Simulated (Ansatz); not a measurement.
Wavefunction ladder for C$_{4}$H$_{8}$N$_{2}$ (`C/N=C\C=N\C`)

Z-matrix (Å, degrees):
```
C
N 1 1.435
H 1 1.094 2 109.0
H 1 1.099 2 113.9 3 -122.1
H 1 1.094 2 109.0 3 115.8
C 2 1.265 1 118.3 3 122.0
C 6 1.470 2 118.6 1 -180.0
H 6 1.096 2 121.6 1 0.0
N 7 1.266 6 129.4 2 179.8
H 7 1.092 6 113.0 2 -0.1
C 9 1.437 7 122.3 6 -0.0
H 11 1.094 9 108.2 7 -123.0
H 11 1.095 9 116.7 7 -0.3
H 11 1.094 9 108.2 7 122.4
```

Total charge 0; spin multiplicity 1. All single points use the PBE0-D4/def2-TZVP geometry. It is one conformer, not always the lowest. Frozen core, restricted reference, the Gaussian-basis code of Ansatz. CBS rows extrapolate triple and quadruple zeta; past MP2 they add the triple-zeta difference.

```csv
basis,HF (Eh),MP2 corr.
def2-SVP,-264.77627,-0.87026
def2-TZVPP,-265.07742,-1.06484
def2-QZVPP,-265.08970,-1.13460
```

Problem. Estimate the CCSD correlation energy and the (T) correction in each basis where they were run (hartree).

Solution. 
```csv
basis,CCSD corr.,(T)
def2-SVP,-0.92777,-0.03343
def2-TZVPP,-1.10669,-0.05084
CBS(def2),-1.22811,as TZ
```
